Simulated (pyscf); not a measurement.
PySCF, gas phase, ωB97X-D3(BJ)/def2-SVP geometries.

Problem. HI (SMILES I) + HC≡CH (SMILES C#C) → :HC–CH₂–I (SMILES [CH]CI) [singlet]
Surface: singlet. Broken: H–I. Formed: C–I, C–H. Give ΔE‡ and ΔE from HF/def2-TZVP, relative to the separated reactants.

Solution. ΔE‡ = 59.9 kcal/mol, ΔE = +38.8 kcal/mol. CCSD(T)/def2-TZVPP + ΔMP2(QZVPP) gives 44.0 kcal/mol and +39.9 kcal/mol. Zero-point energy shifts the barrier by +1.4 kcal/mol. It is an insertion, with an imaginary mode of 840i cm⁻¹. From the product side, •HC=CH₂ + I• lies, by one bond made or cut, 12.9 kcal/mol under this saddle at ωB97M-D3(BJ). The same reactants have a lower exit, to H₂C=CH–I (barrier +40.2 kcal/mol at ωB97M-D3(BJ), against +48.5 kcal/mol here). :HC–CH₂–I [singlet] is an excited spin state, 3.5 kcal/mol over the triplet at ωB97X-D3(BJ). :HC–CH₂–I [singlet] lies 72.2 kcal/mol over its isomer H₂C=CH–I, and others may lie lower still (electronic energy, ωB97M-D3(BJ)). One saddle was located; it need not be the lowest between these sides. A restricted solution here is unstable towards spin polarisation, so biradical character is likely and single-reference numbers are less safe. The CCSD(T) − MP2 part came from Ansatz, without density fitting, on the same reference. The largest closed-shell T1 diagnostic is 0.035, which may signal static correlation. The frozen core leaves the outer d or s,p core shells of the metals and heavy elements correlated in the MP2 and CC values, and def2-TZVPP describes them poorly, which can shift differences by a few kcal/mol. Elements past Kr carry the def2 core potentials, without spin-orbit coupling.
